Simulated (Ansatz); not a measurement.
`CC#CCF` + `C#C` → `C#CC#CC` + `CF`  (formal exchange of groups at a C–C bond)

Gas-phase electronic energies from Ansatz, PBE0-D4/def2-TZVP geometries. CCSD(T)/CBS is the MP2 limit (def2-TZVPP, def2-QZVPP) plus CCSD(T) − MP2 in def2-TZVPP, frozen cores. This one scheme is used for every species. DFT in def2-TZVPP.

`CC#CCF`:

Cartesian coordinates in Å:
```
C -1.917 0.430 0.624
C -0.562 0.135 0.205
C 0.558 -0.113 -0.152
C 1.916 -0.407 -0.567
F 1.954 -0.941 -1.844
H -2.207 -0.181 1.482
H -2.620 0.225 -0.188
H -2.022 1.481 0.902
H 2.378 -1.132 0.110
H 2.523 0.504 -0.570
```

`C#C`:

```xyz
4

C    -0.581   -0.100   -0.103
C     0.581    0.100    0.103
H    -1.615   -0.279   -0.286
H     1.615    0.279    0.286
```

`C#CC#CC`:

Cartesian coordinates in Å:
```
C -0.867 2.711 1.397
C -0.537 1.681 0.866
C -0.164 0.515 0.265
C 0.166 -0.517 -0.267
C 0.560 -1.753 -0.903
H -1.158 3.621 1.867
H 1.083 -1.558 -1.843
H -0.313 -2.373 -1.123
H 1.229 -2.327 -0.257
```

`CF`:

```xyz
5

C    -0.048    0.037    0.009
F     1.032   -0.794   -0.189
H     0.129    0.646    0.898
H    -0.945   -0.571    0.148
H    -0.168    0.681   -0.865
```

| level | ΔE (kcal/mol) |
| --- | --- |
| r2SCAN | -11.7 |
| CCSD(T)/def2-SVP | -8.1 |

Q: What does CCSD(T)/CBS give? (Estimate.)

A: The calculation gave: -7.5 kcal/mol. The listed levels differ from it by -4.2, -0.6 kcal/mol.

Largest T1 diagnostic among the species: 0.013.

In def2-TZVPP, CCSD(T) changes the Hartree–Fock value by −1.6 kcal/mol (the triples alone add −0.9 kcal/mol) and MP2 by −3.8 kcal/mol. From BLYP to BHLYP (50 % exact exchange), in def2-TZVPP and without D4, ΔE moves by +3.3 kcal/mol.
